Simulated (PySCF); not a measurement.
Isomers of C5H6. Method used: TDDFT B3LYP/def2-SVPD, vertical, gas phase, core orbitals frozen in the response (PySCF 2.14.0, density-fitted response routines). Geometries: PBE0-D3(BJ)/def2-SVP; one conformer of each isolated species. Triplets are in the Tamm–Dancoff approximation.

A. `[C@H]12C=C[C@@H]2C1`
B. `C=C=CC=C`
C. `C#CCC=C`

Lowest singlet levels (six at most, fewer where fewer were computed) with oscillator strengths:

1. 5.02 eV (f 0.016); 6.16 eV (f 0.020); 6.57 eV (f 0.004); 6.63 eV (f 0.051); 6.74 eV (f 0.010); 7.19 eV (f 0.037); T1 3.48 eV
2. 6.21 eV (f 0.002); 6.38 eV (f 0.048); 6.70 eV (f 0.001); 6.93 eV (f 0.001); 6.96 eV (f 0.004); 7.06 eV (f 0.096); T1 4.44 eV
3. 5.12 eV (f 0.000); 5.42 eV (f 0.000); 5.70 eV (f 0.783); 6.28 eV (f 0.002); 6.73 eV (f 0.010); 6.84 eV (f 0.001); T1 3.28 eV

**Question.** Match each spectrum to its molecule.

**Answer.** 1 = A, 2 = C, 3 = B.
- A: S1 at 5.02 eV, HOMO→LUMO (94%); Löwdin shares by element: HOMO carbon 81% or more (atoms not listed hold the other 19%); LUMO carbon 81% or more (atoms not listed hold the other 19%); HOMO -6.23 and LUMO -0.35 eV; point group Cs.
- B: S1 at 5.12 eV, HOMO→LUMO+1 (89%), HOMO-1→LUMO (9%); Löwdin shares by element: HOMO carbon 84% or more (atoms not listed hold the other 16%); LUMO carbon 77% or more (atoms not listed hold the other 23%); HOMO -6.50 and LUMO -0.99 eV; point group Cs, 2 of its 6 listed states under f = 0.0005.
- C: S1 at 6.21 eV, HOMO-1→LUMO (58%), HOMO→LUMO (20%); Löwdin shares by element: HOMO carbon 82% or more (atoms not listed hold the other 18%); LUMO carbon 70% or more, hydrogen 6% or more (atoms not listed hold the other 24%); HOMO -7.39 and LUMO -0.26 eV.
A and B have S1 within 0.11 eV of each other; their strongest listed levels stand at 6.63 eV (f 0.051) and 5.70 eV (f 0.783).
